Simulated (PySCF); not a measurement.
Li2, SMILES [Li][Li]. Coordinates come from a B3LYP-D3(BJ)/def2-TZVPD optimisation.

Computed with B3LYP-D3(BJ)/def2-TZVPD (PySCF).

Harmonic wavenumbers (cm⁻¹): 325. Rotational constants (GHz): 19.67 (linear); symmetry number 2.

Work out the zero-point energy and the ideal-gas rigid-rotor harmonic-oscillator thermochemistry at 298.15 K and 1 atm.

ZPE = ½ Σ hcν = ½ × 325 cm⁻¹ = 1.94 kJ/mol. H − E(el) = 11.64 kJ/mol. Entropy in J/(mol K): translation 141.55, rotation 50.40, vibration 5.37, total 197.33. G − E(el) = -47.19 kJ/mol. Cp = 35.90 J/(mol K).
